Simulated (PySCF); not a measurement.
# ClH₃, singlet: molecular constants

These are results of PBE0/[Cl def2-TZVP, H def2-TZVP], no relativity, density fitting, PySCF, not measurements.

The structure is a minimum.

```json
{
  "Point group": "C2v",
  "Bond lengths": "Cl–H 1.275 Å, Cl–H 1.588 Å (×2)",
  "Bond angles": "H–Cl–H 84.9° (×2), H–Cl–H 169.8°",
  "Zero-point energy": "54.7 kJ/mol",
  "Entropy at 298.15 K and 1 bar": "214.5 J/(mol K)",
  "Atomisation energy without zero-point energy": "440 kJ/mol",
  "Principal polarisabilities": "11.2, 15.0, 69.0 bohr³",
  "Principal quadrupole moments (Buckingham, traceless) about the centre of mass": "-6.97, 0.70, 6.27 D Å",
  "Lowest empty level": "-0.51 eV",
  "Heat capacity Cp at 298.15 K": "37.6 J/(mol K)",
  "Highest occupied level": "-5.69 eV",
  "Rotational symmetry number": "2",
  "Dipole moment": "1.11 D",
  "Enthalpy at 298.15 K above 0 K": "10.15 kJ/mol",
  "Rotational constants": "10.45, 3.342, 2.533 cm⁻¹"
}
```

Harmonic modes (masses in u: Cl 34.969, H 1.008):
| symmetry | ω (cm⁻¹) | IR (km/mol) | μ (u) | type |
| --- | --- | --- | --- | --- |
| b1 | 1039 | 29.4 | 1.05 | bend |
| b2 | 1112 | 2885 | 1.08 | stretch |
| a1 | 1176 | 37.1 | 1.06 | bend |
| b2 | 1326 | 380 | 1.01 | bend |
| a1 | 1521 | 0.6 | 1.01 | stretch |
| a1 | 2973 | 89.5 | 1.04 | stretch |

In C2v the vibrations span b1 + 2b2 + 3a1. Here b1 is antisymmetric to the molecular plane and b2 lies in it.

Charges (e):
```tsv
atom	Mulliken	Löwdin	polar tensor	Mayer order to Cl1
Cl1	0.01	0.27	0.83	–
H2	0.33	0.08	0.16	0.89
H3,4	-0.17	-0.18	-0.49	0.58
```
Other Mayer orders above 0.3: H–H 0.40.

Mulliken populations on Cl1: s 5.90, p 10.82, d 0.26, f 0.01.

Counting electrons, chlorine keeps 4 of its valence electrons outside its bonds, so the VSEPR class is AX3E2 and the expected shape is T-shaped (C2v), as computed.

The final relaxation and frequency run took roughly 20 core-seconds on a shared host.
